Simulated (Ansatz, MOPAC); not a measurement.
System: CHO, charge 0, multiplicity 2. SMILES: [CH]=O

Atoms: C1, O2, H3. Bonds: C1-O2, C1-H3.

Bond lengths (Å) and angles (degrees) optimised at PM7 with MOPAC; MNDO with MOPAC; B3LYP/6-31G* with Ansatz (a first-principles code), each started from the B3LYP-D3(BJ)/def2-TZVP structure (Ansatz) of the last column. A row stands for all coordinates that are equal there. 6-31G* holds six Cartesian d functions. No wavenumbers were computed at MNDO, so these may be saddle points.

```
coordinate    PM7   MNDO  B3LYP/6-31G*  B3LYP-D3(BJ)/def2-TZVP
----------  -----  -----  ------------  ----------------------
C1-O2       1.160  1.185         1.183                   1.172
C1-H3       1.048  1.075         1.129                   1.125
O2-C1-H3    144.1  143.1         123.6                   124.4
```

Mean signed difference of all 2 bond lengths from B3LYP-D3(BJ)/def2-TZVP: PM7 -0.044 Å, MNDO -0.018 Å, B3LYP/6-31G* 0.007 Å.
